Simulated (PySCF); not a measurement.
**SHF, singlet: computed properties**

Computed with PBE0/[S def2-TZVP, H def2-TZVP, F def2-TZVP], no relativity, density fitting, PySCF.

The structure is a minimum.

```xyz
3
charge 0 multiplicity 1, angstrom
S    -0.3513   -0.0597   -0.4685
H     0.6542    0.1111   -1.3480
F     0.5564    0.0945    0.8597
```

```
Point group                                                                   : Cs
Bond lengths                                                                  : S–F 1.616 Å, S–H 1.347 Å
Bond angles                                                                   : F–S–H 96.0°
Highest occupied level                                                        : -7.36 eV
Heat capacity Cp at 298.15 K                                                  : 37.3 J/(mol K)
Rotational constants                                                          : 9.687, 0.5317, 0.5041 cm⁻¹
Dipole moment                                                                 : 1.51 D
Enthalpy at 298.15 K above 0 K                                                : 10.19 kJ/mol
Principal polarisabilities                                                    : 14.4, 19.0, 21.3 bohr³
Principal quadrupole moments (Buckingham, traceless) about the centre of mass : -2.81, -0.58, 3.39 D Å
Lowest empty level                                                            : -1.57 eV
Atomisation energy without zero-point energy                                  : 704 kJ/mol
Rotational symmetry number                                                    : 1
Zero-point energy                                                             : 27.1 kJ/mol
Entropy at 298.15 K and 1 bar                                                 : 239.1 J/(mol K)
```

Harmonic modes (masses in u: S 31.972, H 1.008, F 18.998):
```
symmetry  ω (cm⁻¹)  IR (km/mol)
      a'       817         78.3
      a'      1037          7.0
      a'      2677          2.8
```

Charges (e):
```
atom  Mulliken  Löwdin  polar tensor  Mayer order to S1
  S1      0.06    0.16          0.40                  –
  H2      0.17    0.02          0.04               0.95
  F3     -0.23   -0.18         -0.45               0.97
```

Mulliken populations on S1: s 5.88, p 9.83, d 0.20, f 0.03.

Counting electrons, sulfur keeps 4 of its valence electrons outside its bonds, so the VSEPR class is AX2E2 and the expected shape is bent; with unlike ligands the computed point group is Cs.

Other isomers or separated fragments may lie lower.

The final relaxation and frequency run took 12 s on 2 threads of a shared Arm Neoverse V1 host, with 74 basis functions and 14 gradients; the process peaked at 0.71 GiB.
